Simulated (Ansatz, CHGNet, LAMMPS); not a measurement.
# Lattice parameter c of rutile SnO2: levels of theory against measurement

Reference value: 3.186 Å (measured, room temperature, no zero-point or thermal correction; as tabulated in Hiroi (2015), arXiv:1503.02262).

```json
[
 {"level (code)": "ionic model pedone2006 (rigid ions, LAMMPS)", "value (Å)": "3.169"},
 {"level (code)": "CHGNet-r²SCAN (CHGNet)", "value (Å)": "(withheld)"},
 {"level (code)": "LDA (Ansatz)", "value (Å)": "3.190"},
 {"level (code)": "PBE (Ansatz)", "value (Å)": "3.238"},
 {"level (code)": "PBE-D4 (Ansatz)", "value (Å)": "3.228"},
 {"level (code)": "r²SCAN (Ansatz)", "value (Å)": "(withheld)"},
 {"level (code)": "HSE06 (Ansatz)", "value (Å)": "3.188"}
]
```

### Question
Complete the blanks.

### Answer

- CHGNet-r²SCAN (CHGNet), value (Å): 3.196
- r²SCAN (Ansatz, a program for electronic structure), value (Å): 3.201

Differences against the reference: ionic model pedone2006 -0.53 %, CHGNet-r²SCAN +0.31 %, LDA +0.13 %, PBE +1.63 %, PBE-D4 +1.32 %, r²SCAN +0.47 %, HSE06 +0.06 %.

Leaving aside ionic model pedone2006, which can be fitted to such values or carry a doubt: The reference is not for a static lattice or low temperature, so close values are not ranked against it.

The measured value isn't corrected to a static lattice, so vibrations enter the comparison. A static lattice is as a rule a little smaller than the measured one.  Cutoffs and k meshes differ between the levels. Ansatz's density-functional and Hartree–Fock values are scalar-relativistic unless marked +SOC, with PAW data made under PBE.

Empirical potentials (ionic model pedone2006) are fitted to chosen data, which need not cover the solid at hand: agreement can be built in, and what lay outside the fit can be far off. Machine-learned potentials (CHGNet-r²SCAN) are trained on DFT data, which may include these solids.

Differences are worked out from the printed values.
